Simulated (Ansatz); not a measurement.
A run of Ansatz (development build ahead of 0.2.0) on singlet NaH at this shape:

```xyz
2

Na    0.0000    0.0000   -0.1452
H     0.0000    0.0000    1.5968
```

Its results:

```json
{
 "Converged": "yes",
 "Total energy": "-162.36764 hartree",
 "Spin squared of the determinant": "0.000"
}
```

Q: Which input gives this output? Name the method, the orbitals and the basis set, and write the input.

A: RHF in 6-31G. An unrestricted run that stays on the closed shell gives the same numbers.

```yaml
crystal:
  periodic: [false, false, false]
  atoms:
    - { symbol: Na, position_ang: [0.0, 0.0, -0.14516] }
    - { symbol: H, position_ang: [0.0, 0.0, 1.5968] }
basis:
  gaussian: { orbitals: "6-31G" }
hamiltonian:
  xc: hf
```
